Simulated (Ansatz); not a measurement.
Molecule (SMILES): C[S] (CH3-S), doublet.
Atoms: C1, S2, H3, H4, H5. Bonds: C1-S2, C1-H3, C1-H4, C1-H5.

Basis-set convergence of the optimised C1-S2 bond length at HF with Ansatz (a quantum-chemistry and plane-wave program). Cartesian d functions, on some or all atoms, in 6-31G*, 6-31+G*, 6-311G**, 6-311+G**; all else is spherical. The program fits the integrals of some runs and decomposes those of others, by size. Core-valence sets carry the plain set on hydrogen. Open shells are unrestricted. No added dispersion term, no relativity. Reference: the value in pcseg-3, 1.7995 Å.

| basis | functions | optimised C1-S2 bond length (Å) |
|---|---|---|
| 6-31G | 28 | (withheld) |
| 6-31G* | 40 | 1.8084 |
| pcseg-1 | 47 | 1.8054 |
| 6-31+G* | 48 | 1.8083 |
| 6-311G** | 63 | 1.8085 |
| 6-311+G** | 71 | 1.8081 |
| aug-pcseg-1 | 77 | (withheld) |
| aug-cc-pV(D+d)Z | 82 | 1.8046 |
| def2-TZVP | 86 | 1.8007 |
| 6-311++G(2d,2p) | 92 | (withheld) |
| pcseg-2 | 106 | (withheld) |
| jun-cc-pV(T+d)Z | 129 | 1.8011 |
| def2-TZVPPD | 139 | 1.8006 |
| 6-311++G(3df,3pd) | 140 | 1.7997 |
| cc-pCVTZ | 144 | 1.8016 |
| aug-cc-pV(T+d)Z | 170 | 1.8012 |
| cc-pV(Q+d)Z | 209 | 1.7995 |
| pcseg-3 | 223 | 1.7995 |

Problem. Fill in the missing entries.

Solution. 
- 6-31G, optimised C1-S2 bond length (Å): 1.8729
- aug-pcseg-1, optimised C1-S2 bond length (Å): 1.8091
- 6-311++G(2d,2p), optimised C1-S2 bond length (Å): 1.8079
- pcseg-2, optimised C1-S2 bond length (Å): 1.8021
